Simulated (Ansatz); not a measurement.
Ansatz (a quantum-chemistry and plane-wave program) input (B3LYP-D3(BJ)/def2-TZVP):

Ansatz 0.2 input:
```yaml
crystal:
  periodic: [false, false, false]
  atoms:
    - {symbol: S, position_ang: [-0.00000000, -0.00000000, -0.07925565]}
    - {symbol: H, position_ang: [0.00000000, 0.00000000, 1.26809037]}
basis:
  gaussian:
    orbitals: def2-TZVP
hamiltonian:
  xc: b3lyp
  dispersion: d3bj
magnetization: {spin_polarized: true, initial_magnetization: 1}
phonons: {temperatures: {t_min: 298.15, t_max: 298.15, t_step: 100}}
```

Output:

```
Functional definition: B3LYP
integrals: 0.00 GiB planned
315 factors; their error is unknown
mean field: 0.09 GiB planned
mean field evaluation 1: about -10850.9305 eV, gradient 6.5e0 eV
mean field evaluation 2: about -10851.0829 eV, gradient 4.8e0 eV
mean field evaluation 4: about -10851.1784 eV, gradient 1.8e-1 eV
mean field evaluation 8: about -10851.1980 eV, gradient 1.7e-3 eV
mean field -10851.19796246 eV, -398.7741699142 hartree, gradient 2.4e-5 eV, S^2 0.754003; 0 other end points of the search recorded, 0 dependent functions left out
the calculation of the forces begins
reference -10851.19811308 eV, -398.7741754493 hartree; 9, 8 occupied and 34, 35 virtual orbitals, 315 factors
these checks for a lower state are left out or cut short: stability, starts, cluster_reference, orbital_swaps, neighbouring_geometries, increment
integrals: 0.00 GiB planned
315 factors; their error is unknown
mean field: 0.09 GiB planned
mean field evaluation 16: about -10851.1786 eV, gradient 6.8e-2 eV
mean field -10851.19796246 eV, -398.7741699142 hartree, gradient 1.1e-6 eV, S^2 0.754003; 0 other end points of the search recorded, 0 dependent functions left out
the calculation of the forces begins
reference -10851.19811308 eV, -398.7741754493 hartree; 9, 8 occupied and 34, 35 virtual orbitals, 315 factors
these checks for a lower state are left out or cut short: stability, starts, cluster_reference, orbital_swaps, neighbouring_geometries, increment
integrals: 0.00 GiB planned
315 factors; their error is unknown
mean field: 0.09 GiB planned
mean field -10851.19796246 eV, -398.7741699142 hartree, gradient 1.1e-6 eV, S^2 0.754003; 0 other end points of the search recorded, 0 dependent functions left out
the calculation of the forces begins
reference -10851.19811308 eV, -398.7741754493 hartree; 9, 8 occupied and 34, 35 virtual orbitals, 315 factors
these checks for a lower state are left out or cut short: stability, starts, cluster_reference, orbital_swaps, neighbouring_geometries, increment
integrals: 0.00 GiB planned
315 factors; their error is unknown
mean field: 0.09 GiB planned
mean field evaluation 32: about -10851.1980 eV, gradient 2.2e-5 eV
mean field -10851.19796246 eV, -398.7741699142 hartree, gradient 9.4e-7 eV, S^2 0.754003; 0 other end points of the search recorded, 0 dependent functions left out
the calculation of the forces begins
reference -10851.19811308 eV, -398.7741754493 hartree; 9, 8 occupied and 34, 35 virtual orbitals, 315 factors
these checks for a lower state are left out or cut short: stability, starts, cluster_reference, orbital_swaps, neighbouring_geometries, increment
integrals: 0.00 GiB planned
315 factors; their error is unknown
mean field: 0.09 GiB planned
mean field -10851.19796246 eV, -398.7741699142 hartree, gradient 9.4e-7 eV, S^2 0.754003; 0 other end points of the search recorded, 0 dependent functions left out
the calculation of the forces begins
reference -10851.19811308 eV, -398.7741754493 hartree; 9, 8 occupied and 34, 35 virtual orbitals, 315 factors
these checks for a lower state are left out or cut short: stability, starts, cluster_reference, orbital_swaps, neighbouring_geometries, increment
integrals: 0.00 GiB planned
315 factors; their error is unknown
mean field: 0.09 GiB planned
mean field -10851.19788242 eV, -398.7741669730 hartree, gradient 1.5e-6 eV, S^2 0.754002; 0 other end points of the search recorded, 0 dependent functions left out
the calculation of the forces begins
reference -10851.19803299 eV, -398.7741725060 hartree; 9, 8 occupied and 34, 35 virtual orbitals, 315 factors
these checks for a lower state are left out or cut short: stability, starts, cluster_reference, orbital_swaps, neighbouring_geometries, increment
integrals: 0.00 GiB planned
315 factors; their error is unknown
mean field: 0.09 GiB planned
mean field -10851.19788350 eV, -398.7741670126 hartree, gradient 2.7e-6 eV, S^2 0.754005; 0 other end points of the search recorded, 0 dependent functions left out
the calculation of the forces begins
reference -10851.19803417 eV, -398.7741725497 hartree; 9, 8 occupied and 34, 35 virtual orbitals, 315 factors
these checks for a lower state are left out or cut short: stability, starts, cluster_reference, orbital_swaps, neighbouring_geometries, increment
integrals: 0.00 GiB planned
315 factors; their error is unknown
mean field: 0.09 GiB planned
mean field evaluation 64: about -10851.1980 eV, gradient 1.1e-6 eV
mean field -10851.19796246 eV, -398.7741699142 hartree, gradient 1.1e-6 eV, S^2 0.754003; 0 other end points of the search recorded, 0 dependent functions left out
the calculation of the forces begins
reference -10851.19811308 eV, -398.7741754493 hartree; 9, 8 occupied and 34, 35 virtual orbitals, 315 factors
these checks for a lower state are left out or cut short: stability, starts, cluster_reference, orbital_swaps, neighbouring_geometries, increment
integrals: 0.00 GiB planned
315 factors; their error is unknown
mean field: 0.09 GiB planned
mean field -10851.19796246 eV, -398.7741699142 hartree, gradient 1.1e-6 eV, S^2 0.754003; 0 other end points of the search recorded, 0 dependent functions left out
the calculation of the forces begins
reference -10851.19811308 eV, -398.7741754493 hartree; 9, 8 occupied and 34, 35 virtual orbitals, 315 factors
these checks for a lower state are left out or cut short: stability, starts, cluster_reference, orbital_swaps, neighbouring_geometries, increment
integrals: 0.00 GiB planned
315 factors; their error is unknown
mean field: 0.09 GiB planned
mean field -10851.19796246 eV, -398.7741699142 hartree, gradient 9.4e-7 eV, S^2 0.754003; 0 other end points of the search recorded, 0 dependent functions left out
the calculation of the forces begins
reference -10851.19811308 eV, -398.7741754493 hartree; 9, 8 occupied and 34, 35 virtual orbitals, 315 factors
these checks for a lower state are left out or cut short: stability, starts, cluster_reference, orbital_swaps, neighbouring_geometries, increment
integrals: 0.00 GiB planned
315 factors; their error is unknown
mean field: 0.09 GiB planned
mean field -10851.19796246 eV, -398.7741699142 hartree, gradient 9.4e-7 eV, S^2 0.754003; 0 other end points of the search recorded, 0 dependent functions left out
the calculation of the forces begins
reference -10851.19811308 eV, -398.7741754493 hartree; 9, 8 occupied and 34, 35 virtual orbitals, 315 factors
these checks for a lower state are left out or cut short: stability, starts, cluster_reference, orbital_swaps, neighbouring_geometries, increment
integrals: 0.00 GiB planned
315 factors; their error is unknown
mean field: 0.09 GiB planned
mean field -10851.19788350 eV, -398.7741670126 hartree, gradient 2.7e-6 eV, S^2 0.754005; 0 other end points of the search recorded, 0 dependent functions left out
the calculation of the forces begins
reference -10851.19803417 eV, -398.7741725497 hartree; 9, 8 occupied and 34, 35 virtual orbitals, 315 factors
these checks for a lower state are left out or cut short: stability, starts, cluster_reference, orbital_swaps, neighbouring_geometries, increment
integrals: 0.00 GiB planned
315 factors; their error is unknown
mean field: 0.09 GiB planned
mean field evaluation 96: about -10851.1979 eV, gradient 1.2e-4 eV
mean field -10851.19788242 eV, -398.7741669730 hartree, gradient 1.5e-6 eV, S^2 0.754002; 0 other end points of the search recorded, 0 dependent functions left out
the calculation of the forces begins
reference -10851.19803299 eV, -398.7741725060 hartree; 9, 8 occupied and 34, 35 virtual orbitals, 315 factors
Total energy: -10851.21571836 eV, -398.7748224317 hartree
Atom 0 at    -0.000000    -0.000000    -0.079256 Å, force    -0.000000    -0.000000    -0.000021 eV/Å
Atom 1 at     0.000000     0.000000     1.268090 Å, force     0.000000     0.000000     0.000021 eV/Å
Dipole moment:    -0.000000    -0.000000     0.179511 e Å
Vibrations: 2660.60 cm⁻¹, zero-point energy 0.164936 eV
```
